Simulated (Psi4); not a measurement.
# A ladder of methods for CH5N (methylamine)

CH5N has 7 atoms, charge 0, and is taken as a singlet. As SMILES, `CN`. Geometry: optimised at PBE0/def2-TZVP.

Quantity: the dipole moment, in D. The values are calculated.

**The experiment to reproduce.** NIST CCCBDB gives the dipole moment of the gas as 1.31 D.

```
                                 level                    kind  program  value (D)  computed − measured  CPU time
   PBE-D4/def2-TZVPP (density fitting)                     GGA     Psi4       1.26                -0.05      51 s
r2SCAN-D4/def2-TZVPP (density fitting)                meta-GGA     Psi4       1.28                -0.03   3.1 min
 B3LYP-D4/def2-TZVPP (density fitting)           global hybrid     Psi4       1.30                -0.01      49 s
  PBE0-D4/def2-TZVPP (density fitting)           global hybrid     Psi4       1.30                -0.01      46 s
  wB97M-V/def2-TZVPP (density fitting)  range-separated hybrid     Psi4       1.31                 0.00   3.6 min
```

Nearest: wB97M-V/def2-TZVPP (density fitting) (0.00 D); farthest: PBE-D4/def2-TZVPP (density fitting) (-0.05 D). The measured dipole is a vibrational average, so differences of a few hundredths of a debye mean little. Computed less measured by kind, in D (def2-TZVPP rows): GGA -0.05; meta-GGA -0.03; global hybrid -0.01 to -0.01; range-separated hybrid +0.00. Magnitudes only. Times are those of the runs behind each value, whatever else they computed, on shared processors of several kinds: orders of magnitude only.
